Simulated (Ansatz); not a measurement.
**What a trial cell of Ta3Br relaxes into**

These are results of Ansatz, DFT r2SCAN, scalar-relativistic, plane waves, PAW, not measurements. Cutoff 500 eV, Γ-centred k mesh, Gaussian smearing, no spin polarisation in the final step.

A relaxed cell is given with its space group left out.

```xyz
4
Lattice="4.1972 0.0000 0.0000 0.0000 4.1972 0.0000 0.0000 0.0000 4.1972" Properties=species:S:1:pos:R:3 pbc="T T T"
Ta    0.0000    2.0986    2.0986
Ta    2.0986    0.0000    2.0986
Ta    2.0986    2.0986    0.0000
Br    0.0000    0.0000    0.0000
```

The zero of energy is the elements' standard structures at the same level; no fitted shifts are applied.

What space group does it have?

Pm-3m (No. 221). Conventional cell: a = 4.197 Å. Ta is coordinated by 4 Br at 2.97 Å and 8 Ta at 2.97 Å; around Br lie 12 Ta at 2.97 Å.

How far does it lie from the elements in energy?

0.88 eV/atom.

Is it a metal?

Yes, bands cross the Fermi level on the 12×12×12 mesh.

The final run used a 12×12×12 mesh on its 4-atom cell and 0.10 eV smearing. The k mesh leaves about 4 meV/atom of noise in metals. Spin–orbit coupling is left out. The cell came from a trial start, so Ta3Br may not exist in this structure.

Cost: 3 runs of about 1.8 core-minutes in all, on Arm Neoverse V1 (shared hosts).